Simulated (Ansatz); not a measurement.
# NaPH2+ (quartet): from Hartree-Fock to the top rungs, def2-TZVPP

The task here is to estimate one member of a computed series from the others.

The runs use Ansatz 0.2.0, Gaussian basis; def2-TZVPP, core rule «outside noble gas», up to 10 orbitals frozen.

To be run: UHF; ROHF; CCSD(T) on UHF.

2 further runs of the same task are left out: 2 set aside as unsound or not needed.

**The geometry**

The geometry is a PBE0/def2-TZVP stationary point (not a proven minimum) of the parent state, kept for this charge and spin.

4 atoms, charge 1, spin multiplicity 4.

Atoms are counted from 1 here; the program's logs count them from 0.

Bond lengths: P1–H3 1.428 Å, P1–H4 1.422 Å. Angles: H3–P1–H4 92.2°.

Set-up of the first run:

Contents of in.yaml:

```yaml
crystal:
  periodic: [false, false, false]
  atoms:
    - {symbol: P, position_ang: [0.000000, 0.043087, 1.485539]}
    - {symbol: Na, position_ang: [0.000000, -0.013997, -2.203989]}
    - {symbol: H, position_ang: [0.000000, 0.351389, 2.879640]}
    - {symbol: H, position_ang: [0.000000, -1.356203, 1.740145]}
basis:
  gaussian: {orbitals: def2-TZVPP}
total_charge: 1
magnetization: {spin_polarized: true, initial_magnetization: 3}
hamiltonian: {xc: hf}
output: {orbitals: {seedname: orbitals}}
```

Started as:

```sh
$ ansatz run in.yaml --threads 1 --pin off --events-out ev --progress --plain --max-ram 2816MiB --backend cpu
```

Among the steps run: UHF; ROHF; CCSD(T) on UHF.

One of the session's tables, all rows but one given; the rest of the session is left out.

| method | from UCCSD(T) (kcal/mol) |
| --- | --- |
| ROHF | +90.42 |
| UHF | +88.14 |
| UMP2 | +18.79 |
| UCCSD | ? |
| UCCSD(T) | 0 |

Q: Estimate the row for UCCSD from the others.

As computed: from UCCSD(T) (kcal/mol): +2.87. In the column «from UCCSD(T) (kcal/mol)» it lies between UCCSD(T) (0) and UMP2 (+18.79).
